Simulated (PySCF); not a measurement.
Basis-set dependence of population analyses: `Fc1cccs1`

Species: C₄H₃FS.
Structure used (PBE0-D3(BJ)/def2-SVP), in Å, numbered top down from 1:
```xyz
9
C4H3FS angstrom
F      1.7898    0.7536   -1.7666
C      0.8602    0.4735   -0.8739
C      0.5636   -0.7484   -0.3474
C     -0.5046   -0.6524    0.5936
C     -0.9781    0.6212    0.7430
S     -0.1325    1.7468   -0.2547
H      1.0895   -1.6615   -0.6241
H     -0.9073   -1.5058    1.1406
H     -1.7805    0.9730    1.3894
```

PBE0 throughout (PySCF), one geometry, spherical d and f functions. Isolated species at its PBE0-D3(BJ)/def2-SVP geometry, gas phase. The first 7 of 9 kinds of atom are listed.

Mulliken charges (e):

```csv
basis,functions,F1,C2,C3,C4,C5,S6,H7
STO-3G,37,-0.056,-0.015,-0.141,-0.107,-0.211,+0.269,+0.087
6-31G,64,-0.292,-0.063,-0.123,-0.093,-0.572,+0.524,+0.204
6-31G*,94,-0.285,+0.164,-0.213,-0.129,-0.425,+0.289,+0.195
def2-SVP,103,-0.172,+0.147,-0.059,-0.004,-0.136,+0.068,+0.042
pcSseg-1,124,-0.239,+0.131,-0.139,-0.064,-0.301,+0.235,+0.122
"6-311+G(2d,p)",188,-0.267,+0.315,-0.119,-0.271,+0.054,-0.097,+0.126
def2-TZVP,210,-0.164,+0.180,-0.184,-0.174,-0.153,+0.065,+0.141
```

IAO charges (e):

| basis | functions | F1 | C2 | C3 | C4 | C5 | S6 | H7 |
| --- | --- | --- | --- | --- | --- | --- | --- | --- |
| STO-3G | 37 | -0.070 | -0.009 | -0.230 | -0.176 | -0.299 | +0.361 | +0.142 |
| 6-31G | 64 | -0.216 | +0.116 | -0.230 | -0.171 | -0.311 | +0.283 | +0.178 |
| 6-31G* | 94 | -0.229 | +0.141 | -0.234 | -0.165 | -0.322 | +0.310 | +0.168 |
| def2-SVP | 103 | -0.230 | +0.139 | -0.235 | -0.166 | -0.320 | +0.317 | +0.167 |
| pcSseg-1 | 124 | -0.236 | +0.137 | -0.237 | -0.170 | -0.328 | +0.323 | +0.172 |
| 6-311+G(2d,p) | 188 | -0.245 | +0.138 | -0.239 | -0.173 | -0.334 | +0.334 | +0.174 |
| def2-TZVP | 210 | -0.245 | +0.141 | -0.240 | -0.172 | -0.337 | +0.338 | +0.173 |

Hirshfeld charges (e):

```
        basis  functions      F1      C2      C3      C4      C5      S6      H7
       STO-3G         37  -0.012  +0.029  -0.099  -0.064  -0.081  +0.133  +0.031
        6-31G         64  -0.071  +0.047  -0.091  -0.066  -0.088  +0.078  +0.065
       6-31G*         94  -0.062  +0.054  -0.090  -0.064  -0.086  +0.063  +0.061
     def2-SVP        103  -0.065  +0.053  -0.099  -0.070  -0.091  +0.100  +0.059
     pcSseg-1        124  -0.069  +0.053  -0.097  -0.070  -0.091  +0.096  +0.060
6-311+G(2d,p)        188  -0.076  +0.047  -0.097  -0.073  -0.095  +0.105  +0.065
    def2-TZVP        210  -0.073  +0.051  -0.097  -0.072  -0.094  +0.098  +0.063
```

Q: Which scheme is steadiest as the basis changes?

A: Largest range over the bases for any column: Hirshfeld 0.07 e, IAO 0.18 e, Mulliken 0.63 e. Hirshfeld charges move least and Mulliken charges most, counted in e. Without the minimal STO-3G basis the ranges are Hirshfeld 0.04, IAO 0.05, Mulliken 0.63 e.

Q: How much do the charges still move between the two largest bases, 6-311+G(2d,p) and def2-TZVP?

A: At most, over all atoms: Mulliken 0.207 e, IAO 0.004 e, Hirshfeld 0.008 e.

Q: What do the same runs give for the total energy, the frontier levels and the dipole moment?

A: 
```csv
basis,energy (Eh),HOMO (eV),LUMO (eV),μ (D)
STO-3G,-644.1449,-3.94,3.11,0.47
6-31G,-651.6962,-6.73,-0.21,1.91
6-31G*,-651.7931,-6.50,-0.06,1.41
def2-SVP,-651.5071,-6.76,-0.31,1.40
pcSseg-1,-651.7733,-6.85,-0.47,1.47
"6-311+G(2d,p)",-651.9066,-6.78,-0.53,1.51
def2-TZVP,-651.9351,-6.76,-0.45,1.45
```

The dipole is fixed by the density alone, so its range of 1.44 D shows that the density itself changes with the basis, not only its division among atoms.
